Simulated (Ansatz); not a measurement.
The inner images of a band of BClH2 + FH (6 atoms, charge 0, multiplicity 1) are given out of order.

Computed with Ansatz 0.2.0, RKS PBE/def2-SVP.

Initial state:

```xyz
6
Properties=species:S:1:pos:R:3
B 0.005 0.004 0.129
Cl -0.007 0.471 1.904
H 1.066 0.152 -0.431
H -1.066 0.083 -0.427
F 0.064 -1.828 0.483
H 0.059 -1.610 1.422
```

Final state:

```xyz
6
Properties=species:S:1:pos:R:3
B 0.016 -0.357 -0.406
Cl 0.006 0.116 2.422
H 1.075 0.221 -0.565
H -1.080 0.151 -0.559
F 0.059 -1.678 -0.191
H 0.045 -1.182 2.380
```

Put them in order from the first end to the last, with their energies above the first end.
A.
```xyz
6
Properties=species:S:1:pos:R:3
B 0.016 -0.366 -0.329
Cl 0.004 0.132 2.384
H 1.077 0.198 -0.508
H -1.080 0.130 -0.506
F 0.058 -1.685 -0.064
H 0.045 -1.138 2.104
```
B.
```xyz
6
Properties=species:S:1:pos:R:3
B 0.015 -0.314 -0.089
Cl 0.007 0.157 2.109
H 1.075 0.162 -0.428
H -1.074 0.098 -0.423
F 0.055 -1.700 0.236
H 0.042 -1.133 1.677
```
C.
```xyz
6
Properties=species:S:1:pos:R:3
B 0.016 -0.363 -0.222
Cl 0.005 0.145 2.255
H 1.078 0.178 -0.450
H -1.079 0.112 -0.446
F 0.057 -1.695 0.071
H 0.043 -1.106 1.873
```
D.
```xyz
6
Properties=species:S:1:pos:R:3
B 0.008 -0.099 0.096
Cl -0.002 0.333 1.952
H 1.067 0.141 -0.433
H -1.067 0.073 -0.428
F 0.062 -1.762 0.468
H 0.052 -1.416 1.425
```
E.
```xyz
6
Properties=species:S:1:pos:R:3
B 0.012 -0.212 0.029
Cl 0.003 0.219 2.010
H 1.070 0.147 -0.432
H -1.070 0.079 -0.427
F 0.059 -1.720 0.400
H 0.047 -1.243 1.501
```

D (+1.2 kcal/mol), E (+3.6 kcal/mol), B (-1.9 kcal/mol), C (-7.8 kcal/mol), A (-9.9 kcal/mol).

Run time: 56 s on 1 thread of Arm Neoverse V1 (shared host), peak memory 0.1 GiB.
